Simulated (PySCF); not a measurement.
Gas-phase reaction: 2 (CH3)2Si + (CH3)3SiH = 3 H2CSiH2 + C4H10 (n-butane), at 800 K and a standard pressure of 1 bar. Level: BLYP/def2-TZVP†.

Computed with PySCF and rigid-rotor harmonic-oscillator thermochemistry at 1 bar. S°(298 K) at PBE0/def2-TZVP differs from the NASA 1993 table for C4H10 (n-butane) (-9 J/mol/K); whether the harmonic model or the table's entry is off was not settled. † marks an energy on the PBE0/def2-TZVP geometry and frequencies. All species are closed-shell singlets. No R ln 2 is added for the mirror-image form of (CH3)2Si. (CH3)2Si, H2CSiH2: computed as isolated molecules; such fragments, hydroxides, amides, oligomers or adducts are transient or little studied in the gas. The harmonic model lacks anharmonicity and excited electronic states, which grow with temperature; levels with a mode under 35 cm⁻¹ are left out. Internal rotation in (CH3)2Si, (CH3)3SiH, C4H10 (n-butane) is treated as a harmonic vibration of one conformer, which makes the entropy rough.

```csv
species,E (Ha),H(800 K) − E (kJ/mol),S°(800 K) (J/mol/K)
(CH3)2Si,-369.25248,260.9,405.9
(CH3)3SiH,-409.82466,421.4,495.9
H2CSiH2,-329.93968,156.9,320.1
C4H10 (n-butane),-158.40163,440.1,440.6
```
E: electronic energy; H − E holds the zero-point and thermal terms. 1 Ha = 2625.5 kJ/mol.

Problem. Work out ΔH°, ΔS°, ΔG° and log10 K from these numbers.

Solution. 1. ΔE = 3×(-329.93968) + 1×(-158.40163) − 2×(-369.25248) − 1×(-409.82466) = 0.10895 Ha = 286.0 kJ.
2. Δ(H − E) = 3×(156.9) + 1×(440.1) − 2×(260.9) − 1×(421.4) = -32.4 kJ, so ΔH° = 253.6 kJ.
3. ΔS° = 3×(320.1) + 1×(440.6) − 2×(405.9) − 1×(495.9) = 93.2 J/K; the number of gas molecules changes by +1.
4. ΔG° = ΔH° − TΔS° = 253.6 − 800×(93.2)/1000 = 179.0 kJ.
5. log10 K = −ΔG°/(RT ln 10) = -11.68, with RT ln 10 = 15.32 kJ/mol; at standard pressures the reactants are favoured.
6. A shift of 10 kJ in ΔE would move log10 K by 0.65 here.
For scale, ΔH°(298 K) is 262 kJ at this level, 341 kJ at ωB97M-V/def2-TZVP†, and runs from 87 to 351 kJ over the 18 levels computed.
